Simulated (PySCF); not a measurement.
C₄H₄F₂.
SMILES with atom numbers: `[CH3:1][C:2]1=[CH:3][C:4]1([F:5])[F:6]` (hydrogens: H7, H8, H9 on C1; H10 on C3)

Geometry (PBE0-D3(BJ)/def2-SVP, Å), atoms numbered from 1 in this order:
```
atom  x, y, z in Å
C1     1.3956   -0.4293    0.3775
C2     0.0075   -0.1563   -0.0284
C3    -1.1580   -0.5819   -0.4870
C4    -1.0433    0.8280   -0.1961
F5    -1.6650    1.4053    0.8582
F6    -1.0009    1.7692   -1.1677
H7     1.6496   -1.4926    0.2701
H8     2.0901    0.1696   -0.2316
H9     1.5464   -0.1287    1.4258
H10   -1.7697   -1.4119   -0.8375
```

Mayer bond orders were computed from the PBE0/pcSseg-1 density (PySCF). Isolated species at its PBE0-D3(BJ)/def2-SVP geometry, gas phase.

Problem. The orders 0.95, 1.02, 1.09, 1.49 belong to the bonds C1–C2, C2–C3, C3–C4, C4–C2, in another order. Match them.

Solution. C4–C2 0.95; C3–C4 1.02; C1–C2 1.09; C2–C3 1.49.

Problem. Set the orders of all bonds between heavy atoms beside their lengths and the difference of the IAO charges at their ends.

Solution. 
| bond | Mayer order | length (Å) | q(first) − q(second) (e) |
| --- | --- | --- | --- |
| C2–C3 | 1.492 | 1.323 | +0.201 |
| C1–C2 | 1.092 | 1.472 | -0.453 |
| C3–C4 | 1.018 | 1.444 | -0.723 |
| C4–F5 | 0.968 | 1.353 | +0.847 |
| C4–F6 | 0.967 | 1.353 | +0.847 |
| C4–C2 | 0.953 | 1.450 | +0.522 |

The Mayer order sums products of elements of PS (density times overlap matrix) between the two atoms' basis functions, so it depends on the basis set.
